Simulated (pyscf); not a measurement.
F–Si•(F)–O–Si(F)(F)–F + F–CH₂–F → F–Si(F)(F)–O–Si(F)(F)–F + •H₂C–F (atom transfer; doublet surface; C–F broken, F–Si formed). Optimised with ωB97X-D3(BJ)/def2-SVP in PySCF. Rate constants from transition-state theory, ωB97M-D3(BJ)/def2-TZVP energies (ideal gas, 1 atm, RRHO with modes under 100 cm⁻¹ raised to 100, one conformer, R ln 2 for chiral ones without a mode under 150 cm⁻¹; no tunnelling), k in cm³ molecule⁻¹ s⁻¹.

```
T (K)  1000/T  log10 k
-----  ------  -------
298     3.354   -29.72
600     1.667   -21.78
900     1.111        ?
1200    0.833   -17.30
```

Question: Fit an Arrhenius line to the three values, give the activation energy, and predict k at 900 K.

Answer: Least squares gives log10 k = -13.38 − 4.89 × 1000/T, so Ea = 4.89 × ln 10 × 1.987 = 22.4 kcal/mol, against an electronic barrier of 20.4. At 900 K the line gives -18.81; the computed value is -18.88 (ΔG‡ = 54.5 kcal/mol), a factor 1.2 under the line, since the plot is curved. On the product side the descent ends in a complex (not fully relaxed), 4.1 kcal/mol under the separated species and 69.2 kcal/mol under the saddle at ωB97X-D3(BJ)/def2-TZVP. At ωB97X-D3(BJ) the barrier from the zero used here is 23.5 kcal/mol. One saddle was located; it need not be the lowest between these sides. The angle at the transferred F is 134°.
